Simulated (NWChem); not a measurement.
System: NO cation

```xyz
2

N      0.0000     0.0000    -0.5733
O      0.0000     0.0000     0.5031
```
Atoms are numbered in this order, from 1.

All runs use the structure optimised with PBE-D3(BJ)/def2-SVP. B3LYP is NWChem's, with the RPA form of VWN correlation.

Q: List the 4 lowest vertical singlet excitations from B3LYP/6-31+G* (spherical d), full TDDFT (NWChem).

A: 
```tsv
state	energy (eV)	oscillator strength	leading excitation (squared amplitude)
S1	9.64	0.013	HOMO → LUMO+1 (0.99)
S2	9.64	0.013	HOMO → LUMO (0.99)
S3	10.08	0.000	HOMO−2 → LUMO (0.50)
S4	10.61	0.000	HOMO−2 → LUMO (0.50)
```
